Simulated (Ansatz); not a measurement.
System: fcc Au. Method: PBE+SOC (plane waves, PAW; Ansatz, a first-principles code).

Numerical settings: plane-wave cutoff 520 eV, 24×24×24 k mesh, Fermi–Dirac smearing 0.05 eV, PAW data made under PBE.

Computed points:

```csv
V (Å³/atom),E − E_lowest (meV/atom)
16.723,34.04
17.079,14.47
17.435,3.49
17.791,0.00
18.147,3.04
18.503,11.75
18.858,25.41
```

**Question.** Fit the third-order Birch–Murnaghan equation and give B0 and B′.

**Answer.** V0 = 17.795 Å³/atom, B0 = 147 GPa, B′ = 5.9 (fit to the energies at full precision).

Measured, for comparison: bulk modulus 182 GPa (0 K value with the zero-point phonon effect removed, our sources range from 175 to 182; as tabulated in Mejia-Rodriguez and Trickey (2018), arXiv:1807.09216); equilibrium volume per atom 16.76 Å³/atom (static lattice: zero-point anharmonic expansion removed; as tabulated in Mejia-Rodriguez and Trickey (2018), arXiv:1807.09216). Computed (rounded) less measured: bulk modulus -19 % (-16 % to -19 % over the range), equilibrium volume per atom +6.2 %.

Computed values are for the static lattice.
